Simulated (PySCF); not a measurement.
# B₂H₄: from structure and modes to constants

Level of theory: PBE0/[B def2-TZVP, H def2-TZVP], no relativity, density fitting, PySCF.

The singlet minimum has C2v symmetry. Masses (u): B 11.00930, H 1.00782.

```xyz
6
charge 0 multiplicity 1, angstrom
B     0.7301    0.0000    0.0629
B    -0.7301    0.0000    0.0629
H     0.0000    0.8985   -0.6257
H     0.0000   -0.8985   -0.6257
H     1.8993    0.0000   -0.0609
H    -1.8993    0.0000   -0.0609
```

Harmonic wavenumbers (cm⁻¹): 566.3 (b1, ×1), 686.8 (a2, ×1), 730.5 (a1, ×1), 791.6 (b2, ×1), 1115.5 (a1, ×1), 1303.0 (a2, ×1), 1366.8 (a1, ×1), 1371.5 (b1, ×1), 2128.0 (a1, ×1), 2135.7 (b2, ×1), 2790.5 (b1, ×1), 2830.2 (a1, ×1).

**Question.** Find the principal moments of inertia and the rotational constants. What kind of rotor is it?

**Answer.** About the centre of mass I = 2.5107, 19.891, 20.635 u Å². With B = 16.8576/I this gives 6.714, 0.8475, 0.817 cm⁻¹. The molecule is an asymmetric top with κ = -0.99.

**Question.** What is the harmonic zero-point energy?

**Answer.** Half the sum of all 12 wavenumbers, 17817/2 = 8908 cm⁻¹, which is 106.6 kJ/mol (1 cm⁻¹ = 0.0119627 kJ/mol).

**Question.** Find the vibrational entropy and heat capacity at 298.15 K.

**Answer.** With u = 1.43878 ω/T, each mode gives S = R[u/(eᵘ−1) − ln(1−e⁻ᵘ)] and C = R u² eᵘ/(eᵘ−1)².
```
ω (cm⁻¹)       u  S (J/(mol K))  C (J/(mol K))
   566.3   2.733           2.14           4.62
   686.8   3.314           1.35           3.58
   730.5   3.525           1.14           3.23
   791.6   3.820           0.90           2.78
  1115.5   5.383           0.24           1.12
  1303.0   6.288           0.11           0.61
  1366.8   6.596           0.09           0.50
  1371.5   6.618           0.08           0.49
  2128.0  10.269           0.00           0.03
  2135.7  10.306           0.00           0.03
  2790.5  13.466           0.00           0.00
  2830.2  13.658           0.00           0.00
```
The sums over all modes are S = 6.1 and C = 17.0 J/(mol K); the softest mode gives 35 % of the entropy.

**Question.** Give the standard entropy (298.15 K, 1 bar) by its translational, rotational, vibrational and spin parts, and Cp.

**Answer.** Sackur–Tetrode with M = 26.05 u gives 149.5; rotation with symmetry number 2 gives 71.6; vibration 6.1; spin R ln 1 = 0.0. The total is 227.2 J/(mol K), and Cp = 4 R + 17.0 = 50.2 J/(mol K).

This need not be the most stable arrangement of these atoms.
